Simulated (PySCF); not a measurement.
PySCF input (BP86/6-31G* (5d)):

```python
from pyscf import gto, dft

mol = gto.M(
    atom='''
    C    -0.02656740   -0.39643901    0.74037214
    N    -0.04025319    0.87186173    0.00009760
    C    -0.04739019   -0.39723479   -0.73890413
    H     0.88684478    1.28341918   -0.01317394
    H    -0.93332050   -0.60983971    1.29271705
    H    -0.96932769   -0.61121579   -1.26527787
    H     0.88822522   -0.70100522    1.23593203
    H     0.85309603   -0.70234775   -1.25968851
    ''',
    basis='6-31g*',
    charge=0,
    spin=0,
    verbose=4,
)

mf = dft.RKS(mol, xc='bp86')
mf.grids.level = 3
mf.conv_tol = 1e-9
mf.max_cycle = 100
mf.max_memory = 1500
mf.kernel()
if not mf.converged:
    mf = mf.newton()
    mf.kernel(mf.make_rdm1())
mf.dip_moment()
```

Output:

```
PySCF version 2.14.0

[INPUT] verbose = 4
[INPUT] num. atoms = 8
[INPUT] num. electrons = 24
[INPUT] charge = 0
[INPUT] spin (= nelec alpha-beta = 2S) = 0
[INPUT] symmetry False subgroup None
[INPUT] Mole.unit = angstrom
[INPUT] Symbol           X                Y                Z      unit          X                Y                Z       unit  Magmom
[INPUT]  1 C     -0.026567400000  -0.396439010000   0.740372140000 AA   -0.050205109842  -0.749161153994   1.399100574858 Bohr   0.0
[INPUT]  2 N     -0.040253190000   0.871861730000   0.000097600000 AA   -0.076067504740   1.647579888189   0.000184437270 Bohr   0.0
[INPUT]  3 C     -0.047390190000  -0.397234790000  -0.738904130000 AA   -0.089554480091  -0.750664960249  -1.396326438010 Bohr   0.0
[INPUT]  4 H      0.886844780000   1.283419180000  -0.013173940000 AA    1.675893749200   2.425310753214  -0.024895138581 Bohr   0.0
[INPUT]  5 H     -0.933320500000  -0.609839710000   1.292717050000 AA   -1.763720131442  -1.152430031784   2.442881181056 Bohr   0.0
[INPUT]  6 H     -0.969327690000  -0.611215790000  -1.265277870000 AA   -1.831763859057  -1.155030446110  -2.391028645773 Bohr   0.0
[INPUT]  7 H      0.888225220000  -0.701005220000   1.235932030000 AA    1.678502402732  -1.324707877690   2.335573045278 Bohr   0.0
[INPUT]  8 H      0.853096030000  -0.702347750000  -1.259688510000 AA    1.612117854654  -1.327244891704  -2.380466286161 Bohr   0.0

nuclear repulsion = 76.2778222046106
number of shells = 28
number of NR pGTOs = 101
number of NR cGTOs = 52
basis = 6-31g*
ecp = {}

******** <class 'pyscf.dft.rks.RKS'> ********
method = RKS
initial guess = minao
damping factor = 0
level_shift factor = 0
DIIS = <class 'pyscf.scf.diis.CDIIS'>
diis_start_cycle = 1
diis_space = 8
diis_damp = 0
SCF conv_tol = 1e-09
SCF conv_tol_grad = None
SCF max_cycles = 100
direct_scf = True
direct_scf_tol = 1e-13
XC library pyscf.dft.libxc version 7.1.2
    S. Lehtola, C. Steigemann, M. J. T. Oliveira, and M. A. L. Marques,  SoftwareX 7, 1–5 (2018)
XC functionals = bp86
    A. D. Becke,  Phys. Rev. A 38, 3098 (1988)
    J. P. Perdew,  Phys. Rev. B 33, 8822 (1986)
    J. P. Perdew,  Phys. Rev. B 34, 7406–7406 (1986)
radial grids:
    Treutler-Ahlrichs [JCP 102, 346 (1995); DOI:10.1063/1.469408] (M4) radial grids

becke partition: Becke, JCP 88, 2547 (1988); DOI:10.1063/1.454033
pruning grids: <function nwchem_prune>
grids dens level: 3
symmetrized grids: False
atomic radii adjust function: <function treutler_atomic_radii_adjust>
small_rho_cutoff = 0
Set gradient conv threshold to 3.16228e-05
Initial guess from minao.
tot grids = 91184
init E= -134.125538755687
  HOMO = -0.301994982989354  LUMO = 0.0157728316984076  gap/eV = 8.64690
cycle= 1 E= -133.876273807961  delta_E= 0.249  |g|= 0.369  |ddm|= 2.49
  HOMO = -0.114761585006209  LUMO = 0.0865235923103596  gap/eV = 5.47725
cycle= 2 E= -133.839136496644  delta_E= 0.0371  |g|= 0.547  |ddm|= 1.03
  HOMO = -0.201066615254272  LUMO = 0.0577074282800059  gap/eV = 7.04160
cycle= 3 E= -133.912695091649  delta_E= -0.0736  |g|= 0.0773  |ddm|= 0.61
  HOMO = -0.197660740658308  LUMO = 0.0582805255771905  gap/eV = 6.96452
cycle= 4 E= -133.913733839016  delta_E= -0.00104  |g|= 0.0355  |ddm|= 0.0822
  HOMO = -0.199923225220585  LUMO = 0.0581801030520328  gap/eV = 7.02335
cycle= 5 E= -133.914017404603  delta_E= -0.000284  |g|= 0.00349  |ddm|= 0.0302
  HOMO = -0.200115102700861  LUMO = 0.0577881062996752  gap/eV = 7.01790
cycle= 6 E= -133.91402011874  delta_E= -2.71e-06  |g|= 0.000397  |ddm|= 0.00354
  HOMO = -0.200125851682847  LUMO = 0.0577900031273693  gap/eV = 7.01825
cycle= 7 E= -133.914020131446  delta_E= -1.27e-08  |g|= 8.62e-05  |ddm|= 0.000695
  HOMO = -0.200135864993046  LUMO = 0.0577764428559853  gap/eV = 7.01815
cycle= 8 E= -133.914020133454  delta_E= -2.01e-09  |g|= 1.33e-05  |ddm|= 0.00012
  HOMO = -0.200137385360922  LUMO = 0.0577765044836047  gap/eV = 7.01819
cycle= 9 E= -133.9140201335  delta_E= -4.54e-11  |g|= 1.93e-06  |ddm|= 2.09e-05
  HOMO = -0.200138050579145  LUMO = 0.0577760519432413  gap/eV = 7.01820
Extra cycle  E= -133.9140201335  delta_E= -2.27e-13  |g|= 2.11e-06  |ddm|= 5.39e-06
converged SCF energy = -133.9140201335
Dipole moment(X, Y, Z, Debye):  1.38273, -1.01471, -0.01892
```

The geometry given is a B3LYP-D3(BJ)/def2-TZVP minimum.
